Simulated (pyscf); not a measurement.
PySCF, gas phase, ωB97X-D3(BJ)/def2-SVP geometries.

SMILES: [F][W]([F])([F])([F])=[S]
```xyz
6

F      0.5651    -0.7091     0.7541
W     -0.9764    -0.0756    -0.0604
F     -0.5133    -1.1719    -1.4832
F     -2.7335    -0.3674    -0.5784
F     -1.6509     0.1001     1.6584
S     -0.5275     1.8572    -0.6798
```

**Question.** How much does it cost (ΔH, 298 K, ωB97M-D3(BJ)/def2-TZVP) to split F–W(F)(F)(F)=S at its F–W bond into F• + [F–W(F)(F)=S]•?

**Answer.** F–W to F• + [F–W(F)(F)=S]•: 5.26 eV. The 7 functionals that were run give +5.15 (M06-2X) to +5.75 eV (PBE). The radicals are drawn with the spin at the cut bond; how far it spreads was not checked. Other isomers of [F–W(F)(F)=S]• were not searched in full and may lie lower. Left out: the spin-orbit lowering of F. Open-shell species with a d-block atom are single-reference here; other states, and whether the spin sits on metal or ligand, were not checked. Elements past Kr carry the def2 core potentials, without spin-orbit coupling.
